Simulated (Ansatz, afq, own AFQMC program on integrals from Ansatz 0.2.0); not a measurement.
**HCl⁺, doublet: AFQMC among the cluster methods**

```csv
atom,x (Å),y (Å),z (Å)
Cl,0.0000,0.0000,0.0000
H,0.0000,0.0000,1.2788
```

Basis cc-pVTZ. Noble-gas cores (and the filled d shells of Ga–Kr and In–Xe) are frozen. Integrals, coupled cluster, full CI and functionals: Ansatz 0.2.0; the random walks run on the same integrals in our own AFQMC program. The CISD trial takes its coefficients from CCSD amplitudes. Released means that phaseless walkers are propagated on without the constraint, phases kept. Free projection: walkers drawn from exp(T), propagated without any constraint. Its projection time is finite, and what remains of the start isn't in its error. Uncertainties: one standard error, sampling alone.

Determinant: UHF, the one that the program's search chose, which needn't be the lowest solution. The geometry is a PBE0/def2-TZVP stationary point of this or a neighbouring charge and spin state.

No full CI on the walks' own integrals is used here; CCSDT(Q) serves as the reference and is uncertain by about the last step of the cluster series.

Cautions: the released energies are still falling, so no released level is given (meV from the phaseless value at times in 1/Eh: 0 ± 10 at 0.24, -15 ± 10 at 0.51, -16 ± 7 at 0.99, -25 ± 9 at 1.62, -24 ± 13 at 2.40), though the last usable value meets CCSDT(Q) within the noise.

* T1 diagnostic: 0.0084
* weight of the determinant in the CISD state: 0.930
* ⟨S²⟩ of the determinant: 0.761
* size of the correlated space: 7 electrons in 43 orbitals

Reference: CCSDT(Q), correlation energy -5.228 eV.

```json
{"level": "HF", "E − E(reference) (kcal/mol)": "120.56", "share of correlation (%)": "0.00"}
{"level": "MP2", "E − E(reference) (kcal/mol)": "19.88", "share of correlation (%)": "83.51"}
{"level": "CCSD", "E − E(reference) (kcal/mol)": "4.13", "share of correlation (%)": "96.57"}
{"level": "CCSD(T)", "E − E(reference) (kcal/mol)": "0.56", "share of correlation (%)": "99.54"}
{"level": "CCSDT", "E − E(reference) (kcal/mol)": "0.11", "share of correlation (%)": "99.91"}
{"level": "ph-AFQMC/HF", "E − E(reference) (kcal/mol)": "-0.23 ± 0.93", "share of correlation (%)": "100.19"}
{"level": "ph-AFQMC/CISD", "E − E(reference) (kcal/mol)": "0.31 ± 0.14", "share of correlation (%)": "99.74"}
{"level": "free AFQMC", "E − E(reference) (kcal/mol)": "-0.15 ± 0.34", "share of correlation (%)": "100.12"}
```

Free projections are given only where their last times agree within the noise and don't stop above the reference; a slow remainder of the start can still hide under it. A walk keeps the symmetry of its determinant, which the program's search chose and which needn't be the lowest solution, so a lower state of the same spin and another symmetry isn't excluded.
